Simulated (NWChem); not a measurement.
System: BCl₃; SMILES B(Cl)(Cl)Cl

Input file for NWChem:

```
start job
memory heap 200 mb stack 900 mb global 1100 mb
geometry units angstroms
  B      0.000000     0.000000     0.000000
  Cl     0.876170     1.505687     0.000000
  Cl     0.865878    -1.511629     0.000000
  Cl    -1.742048     0.005942     0.000000
end
basis spherical
  * library def2-svp
end
dft
  xc slater vwn_5
  iterations 150
end
driver
  maxiter 120
end
task dft optimize
task dft freq
```

Excerpt of the output:

```
             Northwest Computational Chemistry Package (NWChem) 7.3.0
             --------------------------------------------------------

 C3H symmetry detected

                             Geometry "geometry" -> ""
                             -------------------------

 Output coordinates in angstroms (scale by  1.889725989 to convert to a.u.)

  No.       Tag          Charge          X              Y              Z
 ---- ---------------- ---------- -------------- -------------- --------------
    1 B                    5.0000     0.00000000    -0.00000000     0.00000000
    2 Cl                  17.0000     0.54868336     1.65339453     0.00000000
    3 Cl                  17.0000     1.15753999    -1.30187099     0.00000000
    4 Cl                  17.0000    -1.70622334    -0.35152354     0.00000000

 Effective nuclear repulsion energy (a.u.)     229.5139013649

      Symmetry information
      --------------------

 Group name             C3h
 Group number             22
 Group order               6
 No. of unique centers     2

                                Z-matrix (autoz)
                                --------

 Units are Angstrom for bonds and degrees for angles

      Type          Name      I     J     K     L     M      Value
      ----------- --------  ----- ----- ----- ----- ----- ----------
    1 Stretch                  1     2                       1.74206
    2 Stretch                  1     3                       1.74206
    3 Stretch                  1     4                       1.74206
    4 Bend                     2     1     3               120.00000
    5 Bend                     2     1     4               120.00000
    6 Bend                     3     1     4               120.00000
    7 Torsion                  2     1     3     4         180.00000
    8 Torsion                  2     1     4     3         180.00000
    9 Torsion                  3     1     2     4         180.00000
   10 Torsion                  2     4     1     3         180.00000
   11 Torsion                  3     2     1     4         180.00000
   12 Torsion                  2     3     1     4         180.00000

                           NWChem Geometry Optimization
                           ----------------------------

[...]

      ----------------------
      Optimization converged
      ----------------------

  Step       Energy      Delta E   Gmax     Grms     Xrms     Xmax
  ---- ---------------- -------- -------- -------- -------- --------
@    2   -1400.40674222 -3.5D-10  0.00000  0.00000  0.00003  0.00005
                                     ok       ok       ok       ok

                                Z-matrix (autoz)
                                --------

 Units are Angstrom for bonds and degrees for angles

      Type          Name      I     J     K     L     M      Value     Gradient
      ----------- --------  ----- ----- ----- ----- ----- ---------- ----------
    1 Stretch                  1     2                       1.73593   -0.00000
    2 Stretch                  1     3                       1.73593   -0.00000
    3 Stretch                  1     4                       1.73593   -0.00000
    4 Bend                     2     1     3               120.00000   -0.00000
    5 Bend                     2     1     4               120.00000    0.00000
    6 Bend                     3     1     4               120.00000    0.00000
    7 Torsion                  2     1     3     4        -180.00000    0.00000
    8 Torsion                  2     1     4     3         180.00000   -0.00000
    9 Torsion                  3     1     2     4         180.00000   -0.00000
   10 Torsion                  2     4     1     3        -180.00000    0.00000
   11 Torsion                  3     2     1     4        -180.00000    0.00000
   12 Torsion                  2     3     1     4         180.00000   -0.00000

                         Geometry "geometry" -> "geometry"
                         ---------------------------------

[...]

 Rotational Constants
 --------------------
 A=   0.106651 cm-1  (  0.153443 K)
 B=   0.106651 cm-1  (  0.153443 K)
 C=   0.053325 cm-1  (  0.076722 K)

 Temperature                      =   298.15K
 frequency scaling parameter      =   1.0000

 Zero-Point correction to Energy  =    4.870 kcal/mol  (  0.007761 au)
 Thermal correction to Energy     =    7.622 kcal/mol  (  0.012146 au)
 Thermal correction to Enthalpy   =    8.214 kcal/mol  (  0.013090 au)

 Total Entropy                    =   70.477 cal/mol-K
   - Translational                =   40.140 cal/mol-K (mol. weight = 115.9159)
   - Rotational                   =   25.183 cal/mol-K (symmetry #  =        3)
   - Vibrational                  =    5.154 cal/mol-K

 Cv (constant volume heat capacity) =   12.924 cal/mol-K
   - Translational                  =    2.979 cal/mol-K
   - Rotational                     =    2.979 cal/mol-K
   - Vibrational                    =    6.965 cal/mol-K

[normal modes left out]

 ----------------------------------------------------------------------------
 Normal Eigenvalue ||           Projected Infra Red Intensities
  Mode   [cm**-1]  || [atomic units] [(debye/angs)**2] [(KM/mol)] [arbitrary]
 ------ ---------- || -------------- ----------------- ---------- -----------
    1       -0.000 ||    0.000000           0.000         0.000       0.000
    2       -0.000 ||    0.000000           0.000         0.000       0.000
    3        0.000 ||    0.000000           0.000         0.000       0.000
    4        0.000 ||    0.000000           0.000         0.000       0.000
    5        0.000 ||    0.000000           0.000         0.000       0.000
    6        0.000 ||    0.000000           0.000         0.000       0.000
    7      252.801 ||    0.000504           0.012         0.491       0.093
    8      252.801 ||    0.000504           0.012         0.491       0.093
    9      439.504 ||    0.002618           0.060         2.552       0.485
   10      479.049 ||    0.000000           0.000         0.000       0.000
   11      992.176 ||    0.322240           7.434       314.135      59.664
   12      992.176 ||    0.322239           7.434       314.135      59.664
 ----------------------------------------------------------------------------
```

Level: LDA (Slater exchange, VWN5)/def2-SVP. The printed entropy takes a lower symmetry number than the molecule has.
